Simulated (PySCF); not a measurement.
How methods differ on the ionisation energy of C

C [He] 2s2 2p2 (3P) → C⁺ [He] 2s2 2p1 (2P), as a difference of total energies. Calculation: PySCF 2.14, in x2c-QZVPPall; the spin-free X2C one-electron Hamiltonian (Gaussian nucleus). Correlated levels: valence: 1s2 frozen; valence and next inner shell: nothing frozen. The calculations carry no spin-orbit coupling.

```csv
method,ionisation energy (eV)
UHF,10.796
PBE,11.533
PBE0,11.508
r2SCAN,11.660
BHandHLYP,11.346
revPBE,11.478
wB97X-V,11.341
HSE06,11.508
ROHF,10.783
MP2 (valence),11.274
SCS-MP2 (valence),11.141
MP2 (valence and next inner shell),11.294
```

Question: Estimate what SCS-MP2 (valence and next inner shell) gives.

Answer: 11.155 eV, closest to SCS-MP2 (valence) among the rows shown.

Question: Estimate what LDA gives.

Answer: 11.686 eV, closest to r2SCAN among the rows shown.

Errors of the correlated levels include the incompleteness of this basis and the frozen core.

For comparison: 11.262 eV (measured; NIST levels, between the centres of gravity of the two terms).
